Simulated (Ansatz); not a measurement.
`CC(O)F` → `[CH2]` (triplet) + `OCF`  (formal loss of a carbene)

Calculated with Ansatz (gas phase, PBE0-D4/def2-TZVP geometries, no zero-point term in ΔE). CCSD(T)/CBS is the MP2 limit (def2-TZVPP, def2-QZVPP) plus CCSD(T) − MP2 in def2-TZVPP, frozen cores. This one scheme is used for every species. Functionals use def2-TZVPP. B3LYP here is the variant with VWN-RPA as its local correlation; programs differ in this. HSE06 is defined as in plane-wave codes. Triplets are unrestricted, without spin–orbit coupling. Each species was taken in one conformer, which may not be the lowest.

```csv
level,ΔE (eV),difference from CCSD(T)/CBS
LDA (SPW92),5.58,0.80
PBE-D4,4.82,0.04
revPBE-D4,4.67,-0.11
BLYP-D4,4.67,-0.11
B97M-V,4.82,0.04
PBE0-D4,4.75,-0.03
B3LYP-D4,4.69,-0.09
r2SCANh-D4,4.55,-0.23
HSE06-D4,4.75,-0.03
CAM-B3LYP-D4,4.76,-0.02
ωB97X-V,4.90,0.12
ωB97M-V,4.82,0.04
B2PLYP,4.68,-0.10
PBE-QIDH,4.74,-0.04
PBE,4.77,-0.01
revPBE,4.49,-0.29
BLYP,4.55,-0.23
r2SCAN,4.56,-0.22
PBE0,4.70,-0.08
B3LYP,4.60,-0.18
r2SCAN0,4.51,-0.27
HSE06,4.71,-0.07
BHLYP,4.53,-0.25
CAM-B3LYP,4.72,-0.06
LC-ωPBE,4.67,-0.11
RPA@PBE/def2-TZVPP,4.58,-0.20
HF/def2-SVP,3.36,-1.42
MP2/def2-SVP,4.73,-0.05
CCSD/def2-SVP,4.56,-0.22
CCSD(T)/def2-SVP,4.64,-0.14
HF/def2-TZVPP,3.27,-1.51
MP2/def2-TZVPP,4.78,0.00
SCS-MP2/def2-TZVPP,4.78,0.00
CCSD/def2-TZVPP,4.55,-0.23
CCSD(T)/def2-TZVPP,4.66,-0.12
HF/def2-QZVPP,3.27,-1.51
SCS-MP2/def2-QZVPP,4.87,0.09
HF/CBS(def2),3.27,-1.51
MP2/CBS(def2),4.91,0.13
CCSD/CBS(def2),4.67,-0.11
CCSD(T)/CBS,4.78,0
```

Largest T1 diagnostic among the species: 0.011.

The D4 term adds +0.08 eV with B3LYP and +0.04 eV with PBE0; it sums over pairs of atoms, weighted by their polarisabilities, and B3LYP, whose exchange is more repulsive, gets the larger term. Leaving LDA and LC-ωPBE aside and taking each functional with its dispersion term where it has one, the values, not all of them listed here, spread over 0.37 eV, from r2SCAN0-D4 to ωB97X-V. LDA lies +0.81 eV from PBE without D4. From PBE to PBE0 (25 % exact exchange), in def2-TZVPP and without D4, ΔE moves by −0.07 eV.
